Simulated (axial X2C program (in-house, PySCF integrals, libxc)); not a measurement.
**PH: nuclear properties from DFT to coupled cluster**

Computed with an in-house all-electron X2C program for linear molecules (integrals from PySCF): two-component X2C with atomic mean-field Coulomb and Gaunt terms, Gaussian nuclei, basis P dyall-av3z, H dyall-av3z with contracted cores.

R = 1.432 Å (near the PBE0 minimum at charge 0 of the determinant lowest at the starting distance; the state shown can have its own minimum elsewhere); state Ω = 1 (⟨Sz⟩ = 1.00, ⟨Lz⟩ = 0.00 at PBE0).

| level | Eeff magnitude (GV/cm) | Ws magnitude P (kHz) | A∥/gI P (MHz) | qzz P (a.u.) | A∥/gI H (MHz) | μ (D) |
| --- | --- | --- | --- | --- | --- | --- |
| PBE0 | 0.0353 | 0.0138 | -159 | -0.76 | -4.55 | 0.45 |
| HF | 0.0655 | 0.0253 | -81.1 | -0.65 | -5.7 | 0.50 |
| B3LYP | 0.0267 | 0.0105 | -139 | -0.72 | -3.42 | 0.39 |

Eeff is the effective electric field on the electron electric dipole moment in this Ω state and Ws the scalar–pseudoscalar constant of the nucleus named (defined with the proton number Z and per Ω); A∥ (defined per Ω) follows by multiplying with gI = μI/(I μN); qzz is the electric field gradient, eQq0 = 234.96 MHz × Q/barn × qzz; μ is positive if the H end (last atom) is positive. The operators were transformed with the bare-nucleus X2C matrices; with these basis sets, hyperfine constants and field gradients can be off by tens of per cent, and where levels differ in sign neither size nor sign is settled.

Finite-field MP2, CCSD and CCSD(T), with 6 electrons correlated in 77 natural virtual spinors (MP2 remainder added):

```tsv
level	Eeff magnitude (GV/cm)	Ws magnitude P (kHz)	A∥/gI P (MHz)	qzz P (a.u.)	A∥/gI H (MHz)	μ (D)
MP2	0.024	0.0102	-88.4	-0.70	-8.27	0.43
CCSD	0.0251	0.0102	-65.7	-0.67	-5.79	0.42
CCSD(T)	0.0216	0.00894	-59.5	-0.68	-5.91	0.41
```

T1 = 0.017 (Lee–Taylor). One unrestricted determinant, the lowest of a limited PBE0 search, is the reference; the functionals treat spin collinearly. With several open shells it need not be a pure state. Eeff spreads by more than a factor of two over the levels. Correlation of the inner shells is missing, which matters for properties at the nucleus. Number of frozen shells: P 2 s, 1 p; H none.

(1) By how much does correlation change each value, CCSD(T) against HF?

Answers

(1) Eeff magnitude -67 %; Ws magnitude P -65 %; A∥/gI P -27 %; qzz P 5 %; A∥/gI H 4 %; μ -18 %.
